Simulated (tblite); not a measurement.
Compound: C₅H₇P.
Atom-mapped SMILES: `[CH:1]#[C:2][P:3]1[CH2:4][CH2:5][CH2:6]1` (hydrogens: H7 on C1; H8, H9 on C4; H10, H11 on C5; H12, H13 on C6)

Geometry (GFN2-xTB, Å), atoms numbered from 1 in this order:
```xyz
13
C5H7P angstrom
C      2.6946    0.7517    0.0587
C      1.7802    0.1708   -0.4639
P      0.5691   -0.7562   -1.3602
C     -0.4738   -1.2490    0.1305
C     -1.1553    0.1248    0.1647
C     -0.8027    0.5333   -1.2712
H      3.4616    1.2768    0.5498
H      0.0718   -1.5434    1.0256
H     -1.1643   -2.0479   -0.1444
H     -0.6641    0.7808    0.8834
H     -2.2233    0.1040    0.3887
H     -0.5028    1.5691   -1.4216
H     -1.5953    0.2856   -1.9789
```

Method: GFN2-xTB as coded in tblite; computed harmonic values from a numerical Hessian at the method's own geometry, unscaled. Against measured fundamentals such values can be off by several per cent, at times by over 20. One conformer, not necessarily the lowest.

Harmonic wavenumbers (cm⁻¹): 110.2, 130.4, 181.7, 330.7, 334.0, 548.8, 643.6, 656.9, 658.6, 677.3, 714.1, 760.5, 830.8, 917.7, 986.3, 1005.6, 1037.7, 1147.6, 1164.5, 1197.4, 1212.0, 1282.8, 1441.7, 1442.0, 1487.0, 2190.3, 2963.1, 2974.5, 2981.1, 2993.2, 2998.6, 3005.2, 3364.4.

A = 5034, B = 2316, C = 2194 MHz; mass 98.029 u (most abundant isotopes); point group Cs, symmetry number 1.

Problem. Zero-point energy?

Solution. Half the sum of the wavenumbers: 22185 cm⁻¹ = 63.43 kcal/mol.

Problem. Give the ideal-gas entropy at 298.15 K and 1 bar in the rigid-rotor, harmonic-oscillator model (classical rotation).

Solution. Translation 39.68, rotation 26.93, vibration 14.36: S = 81.0 cal/(mol K).

Problem. And Cp and H(298.15 K) − H(0)?

Solution. Cp = 26.68 cal/(mol K), of which vibrations give 18.73 (their classical limit is 33 R = 65.6); H(298.15 K) − H(0) = 4.87 kcal/mol without the zero-point energy, 2.50 from vibrations.

Problem. Blend soft modes into free rotors: weight 1/[1 + (100 cm⁻¹/ν̃)⁴] for the oscillator and the rest for a rotor with moment μB/(μ + B), μ = h/(8π²ν), B = 10⁻⁴⁴ kg m². What vibrational entropy results?

Solution. 14.08 cal/(mol K) in place of 14.36, which changes −T·S at 298.15 K by +0.09 kcal/mol.

Problem. Which modes carry the vibrational entropy at 298.15 K?

Solution. 110.2 cm⁻¹: 3.27; 130.4 cm⁻¹: 2.94; 181.7 cm⁻¹: 2.31; 330.7 cm⁻¹: 1.26; 334.0 cm⁻¹: 1.24; 548.8 cm⁻¹: 0.55 cal/(mol K); the other 27 give 2.80 together.

Problem. What must be added to the electronic energy to get the Gibbs energy at 298.15 K and 1 bar?

Solution. ZPE + [H(298.15 K) − H(0)] − T·S = 63.43 + 4.87 − 24.14 = 44.16 kcal/mol.

Hindered rotation and anharmonicity are outside this model. Other conformers, if any are populated, would add a mixing term that is left out.
